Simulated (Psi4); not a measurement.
**SiCl2 (SMILES Cl[Si]Cl): levels of theory compared**

Aim: a comparison of 6 runs (HF/STO-3G, HF/cc-pVDZ, B3LYP/6-31G*, BP86/cc-pVDZ, OREMP2/6-31G*, CC2/6-31+G*) of SiCl2. 

The results are computed with Psi4 1.11.

2 further runs of the same task are left out: 2 set aside as unsound or not needed.

## Step 1: The system as given

SiCl2 has 3 atoms, charge 0, and is taken as a singlet. SMILES: `Cl[Si]Cl`. Geometry: relaxed at PBE0-D4/def2-TZVP.

Bond lengths: Cl1–Si2 2.077 Å, Si2–Cl3 2.077 Å. Angles: Cl1–Si2–Cl3 101.3°.

## Step 2: Energy and gradient at HF/STO-3G (run 1)

Input file cl2si.in:

```
memory 1600 MB

molecule geom {
  0 1
  Cl     0.293800     1.603800     0.338000
  Si    -0.770100    -0.010400    -0.422000
  Cl     0.476300    -1.593400     0.084000
  symmetry c1
  no_reorient
  no_com
}

set globals {
  basis         STO-3G
  puream        true
  e_convergence 1e-09
  d_convergence 1e-08
  scf_type      pk
}

e_tot, wfn = gradient("scf", return_wfn=True)
oeprop(wfn, "QUADRUPOLE", "MAYER_INDICES", "WIBERG_LOWDIN_INDICES", title="SCF")
```

Launch:

```sh
$ psi4 -n 1 cl2si.in cl2si.out
```

cl2si.out:

```text
[...]
  Running in c1 symmetry.
[...]
  Nuclear repulsion =  168.862006344462912
[...]
  Multiplicity = 1
[...]
  Nalpha       = 24
  Nbeta        = 24
[...]
    Number of basis functions: 27
[...]
   @RHF iter   1: -1194.79323185499720   -1.13103e+00   7.42754e-03 DIIS/ADIIS
[...]
   @RHF iter   9: -1194.84420630844397   -2.27374e-13   3.36132e-09 DIIS
[...]
    Orbital Energies [Eh]
    ---------------------
    Doubly Occupied:
       1A   -103.642145     2A   -103.642117     3A    -68.081972
       4A    -10.336919     5A    -10.336795     6A     -7.780244
       7A     -7.780032     8A     -7.775712     9A     -7.775655
      10A     -7.775203    11A     -7.774958    12A     -6.068245
      13A     -4.084172    14A     -4.083251    15A     -4.082331
      16A     -1.039572    17A     -0.995608    18A     -0.609836
      19A     -0.458687    20A     -0.435415    21A     -0.425465
      22A     -0.393175    23A     -0.381017    24A     -0.307979
[...]
  @RHF Final Energy: -1194.84420630844397
   => Energetics <=
    Nuclear Repulsion Energy =            168.8620063444629125
    One-Electron Energy =               -1995.2794121338829427
    Two-Electron Energy =                 631.5731994809759726
    Total Energy =                      -1194.8442063084439724
[...]
  -Total Gradient:
     Atom            X                  Y                   Z
    ------   -----------------  -----------------  -----------------
       1       -0.010244904016    -0.008437229093    -0.006532186547
       2        0.021416349774     0.000315083213     0.011738609314
       3       -0.011171445764     0.008122145865    -0.005206422764
[...]
 Multipole Moments:
 ------------------------------------------------------------------------------------
     Multipole            Electronic (a.u.)      Nuclear  (a.u.)        Total (a.u.)
 ------------------------------------------------------------------------------------
 L = 1.  Multiply by 2.5417464519 to convert [e a0] to [Debye]
 Dipole X            :         -5.4425392            4.3658343           -1.0767049
 Dipole Y            :         -0.0733846            0.0589595           -0.0144251
 Dipole Z            :         -2.9823941            2.3923933           -0.5900008
 Magnitude           :                                                    1.2278447
 L = 2.  Multiply by 1.3450342976 to convert [e a0^2] to [Debye ang]
 Quadrupole XX       :        -74.0010895           48.6622517          -25.3388377
 Quadrupole XY       :         17.5234964          -17.0677369            0.4557595
[...]
```

Run time: 1.2 s. Hardware: 1 thread of Intel Xeon 6975P-C (Granite Rapids), shared host; peak memory 0.18 GiB.

## Step 3: A single-point energy at HF/cc-pVDZ (run 2)

Input file cl2si.in:

```
memory 1.6 GB

molecule mol {
  Cl     0.55520154     3.03074276     0.63872743
  Si    -1.45527809    -0.01965315    -0.79746442
  Cl     0.90007655    -3.01108961     0.15873699
  units au
  symmetry c1
}

set reference rhf
set puream true
set e_convergence 1e-09
set d_convergence 1e-08
set scf_type pk

e, wfn = energy("scf/cc-pVDZ", return_wfn=True)
print_variables()
```

Launch:

```sh
$ psi4 -i cl2si.in -o cl2si.out -n 1
```

cl2si.out:

```text
[...]
  Running in c1 symmetry.
[...]
  Nuclear repulsion =  168.862006363829693
[...]
  Multiplicity = 1
[...]
  Nalpha       = 24
  Nbeta        = 24
[...]
    Number of basis functions: 54
[...]
   @RHF iter   1: -1207.98477697774319   -3.93759e-01   3.25305e-03 ADIIS/DIIS
[...]
   @RHF iter  10: -1208.00667839101334   -5.45697e-12   5.12180e-09 DIIS
[...]
    Orbital Energies [Eh]
    ---------------------
    Doubly Occupied:
       1A   -104.837710     2A   -104.837698     3A    -68.890126
       4A    -10.566868     5A    -10.566854     6A     -8.033529
       7A     -8.033515     8A     -8.031473     9A     -8.031459
      10A     -8.031014    11A     -8.031000    12A     -6.229101
      13A     -4.330252    14A     -4.329561    15A     -4.328354
      16A     -1.127370    17A     -1.094777    18A     -0.676820
      19A     -0.551517    20A     -0.519764    21A     -0.506526
      22A     -0.472909    23A     -0.457316    24A     -0.375602
[...]
  @RHF Final Energy: -1208.00667839101334
   => Energetics <=
    Nuclear Repulsion Energy =            168.8620063638296926
    One-Electron Energy =               -2007.9551404093760993
    Two-Electron Energy =                 631.0864556545329833
    Total Energy =                      -1208.0066783910133381
[...]
 Multipole Moments:
 ------------------------------------------------------------------------------------
     Multipole            Electronic (a.u.)      Nuclear  (a.u.)        Total (a.u.)
 ------------------------------------------------------------------------------------
 L = 1.  Multiply by 2.5417464519 to convert [e a0] to [Debye]
 Dipole X            :          0.1927246           -0.7095860           -0.5168614
 Dipole Y            :          0.0024685           -0.0084433           -0.0059748
 Dipole Z            :         -0.0000000            0.0000000           -0.0000000
 Magnitude           :                                                    0.5168959
[...]
```

Wall time 5.1 s (1 thread of Intel Xeon 6975P-C (Granite Rapids), shared host); peak memory 0.34 GiB.

Runs 3 to 5 aren't shown in full; the table further down has their settings and results.

## Step 4: The energy at CC2/6-31+G(d) (Cartesian functions) (run 6)

Input file job.dat:

```
memory 1.6 GB

molecule system {
  0 1
  Cl     0.55520154     3.03074276     0.63872743
  Si    -1.45527809    -0.01965315    -0.79746442
  Cl     0.90007655    -3.01108961     0.15873699
  units bohr
}

set {
  basis        6-31+G*
  scf_type     pk
  freeze_core  true
  df_scf_guess false
}

energy('cc2')
```

Launch:

```sh
$ psi4 -n 1 job.dat job.out
```

job.out:

```text
[...]
  Running in cs symmetry.
[...]
  Nuclear repulsion =  168.862006363829693
[...]
  Multiplicity = 1
[...]
  Nalpha       = 24
  Nbeta        = 24
[...]
    Number of basis functions: 69
[...]
   @RHF iter   1: -1207.92138046970354   -4.05438e-01   3.35392e-03 ADIIS/DIIS
[...]
   @RHF iter  10: -1207.94492582155954   -4.32010e-12   6.18596e-09 DIIS
[...]
    Orbital Energies [Eh]
    ---------------------
    Doubly Occupied:
       1Ap  -104.834146     2Ap  -104.834133     3Ap   -68.883557
       4Ap   -10.570046     5Ap   -10.570030     6Ap    -8.038597
       7Ap    -8.038583     1App   -8.036485     2App   -8.036472
       8Ap    -8.036017     9Ap    -8.036003    10Ap    -6.231343
      11Ap    -4.332415     3App   -4.332124    12Ap    -4.330694
      13Ap    -1.132919    14Ap    -1.099891    15Ap    -0.682441
      16Ap    -0.557140    17Ap    -0.523454     4App   -0.510402
       5App   -0.477090    18Ap    -0.462806    19Ap    -0.381543
[...]
  @RHF Final Energy: -1207.94492582155954
   => Energetics <=
    Nuclear Repulsion Energy =            168.8620063638296926
    One-Electron Energy =               -2007.6772012864735188
    Two-Electron Energy =                 630.8702691010842045
    Total Energy =                      -1207.9449258215595364
[...]
 Multipole Moments:
 ------------------------------------------------------------------------------------
     Multipole            Electronic (a.u.)      Nuclear  (a.u.)        Total (a.u.)
 ------------------------------------------------------------------------------------
 L = 1.  Multiply by 2.5417464519 to convert [e a0] to [Debye]
 Dipole X            :          0.0976445           -0.7095860           -0.6119416
 Dipole Y            :          0.0013394           -0.0084433           -0.0071038
 Dipole Z            :          0.0000000            0.0000000            0.0000000
 Magnitude           :                                                    0.6119828
[...]
      * MP2 total energy                      = -1208.275569131610382
[...]
```

Run time: 5.1 s. Hardware: 1 thread of Intel Xeon 6975P-C (Granite Rapids), shared host; peak memory 0.25 GiB.

## Step 5: Overview of the runs

```tsv
run	level	task	integration grid	energy (Eh)	dipole moment (D)	HOMO energy (eV)	LUMO energy (eV)	wall time
1	HF/STO-3G	gradient	–	-1194.844206	3.12	-8.38	3.71	1.2 s
2	HF/cc-pVDZ	energy	–	-1208.006678	1.31	-10.22	0.29	5.1 s
3	B3LYP/6-31G* (spherical functions)	energy	99 radial × 590 angular	-1209.941322	1.19	-7.62	-3.13	3.6 s
4	BP86/cc-pVDZ	gradient	99 radial × 590 angular	-1210.076939	0.82	-6.71	-3.70	18 s
5	OREMP2/6-31G* (density fitting, density fitting for correlation, Cartesian functions)	energy	–	-1208.337866	–	-10.35	0.07	5.1 s
6	CC2/6-31+G* (Cartesian functions)	energy	–	-1208.279441	–	-10.38	-0.09	5.1 s
```

## Step 6: Outcome

| quantity | value |
| --- | --- |
| run 6: ground-state or mean-field energy | -1208.27944 Eh |
| run 6: HOMO energy (Hartree–Fock orbitals) | -10.38 eV |
| run 6: LUMO energy (Hartree–Fock orbitals) | -0.09 eV |
| run 6: HOMO–LUMO gap (Hartree–Fock orbitals) | 10.29 eV |
| run 6: correlation energy (15 core orbitals frozen) | -334.5 mEh |
| run 6: T1 diagnostic | 0.016 |

In words: Over runs 1, 2, 3, 4 the dipole moment (its size) runs from 0.82 D (BP86/cc-pVDZ) to 3.12 D (HF/STO-3G). The two ends differ in method and basis. Over runs 1, 2, 3, 4 the HOMO–LUMO gap runs from 3.02 eV (BP86/cc-pVDZ) to 12.09 eV (HF/STO-3G). Totals of different functionals can't be ranked against each other. In run 1 the basis is minimal, so the values are rough. All runs together took 38 s, the longest 18 s.
